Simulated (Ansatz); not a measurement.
Total energies of AlH2(SMe) (CH5AlS) from Ansatz at r2SCAN-D4/def2-TZVP, gas phase (1 Eh = 27.2114 eV = 2625.5 kJ/mol). The reference geometry is relaxed at r2SCAN-D4/def2-TZVP.

```xyz
8

Al    0.633    1.613    0.216
H     0.643    1.165    1.735
H     1.104    3.024   -0.314
S    -0.074    0.186   -1.257
C    -0.509   -1.275   -0.239
H    -0.298   -1.105    0.816
H     0.071   -2.126   -0.592
H    -1.570   -1.483   -0.367
```

```json
{"state": "charge 0 singlet", "geometry": "reference", "energy (Eh)": "-681.70864"}
{"state": "charge 1 doublet", "geometry": "reference", "energy (Eh)": "-681.36440"}
{"state": "free Al atom (doublet)", "geometry": "–", "energy (Eh)": "-242.33055"}
{"state": "free H atom (doublet)", "geometry": "–", "energy (Eh)": "-0.49993"}
{"state": "free S atom (triplet)", "geometry": "–", "energy (Eh)": "-398.08366"}
{"state": "free C atom (triplet)", "geometry": "–", "energy (Eh)": "-37.83292"}
```

(1) Work out the vertical ionisation energy to the doublet.

(2) What is the binding energy per atom against free atoms?

(1) E(charge 1 doublet) − E(charge 0 singlet) = -681.36440 − (-681.70864) = 0.34424 Eh = 9.37 eV. For comparison, −ε of the highest occupied level is 6.33 eV at this level, 3.04 eV less.

(2) Atoms: 1 × (-242.33055) + 5 × (-0.49993) + 1 × (-398.08366) + 1 × (-37.83292) = -680.74678 Eh. Binding: -680.74678 − (-681.70864) = 0.96186 Eh = 26.17 eV, or 3.27 eV for each of 8 atoms (no zero-point energy, no counterpoise term).
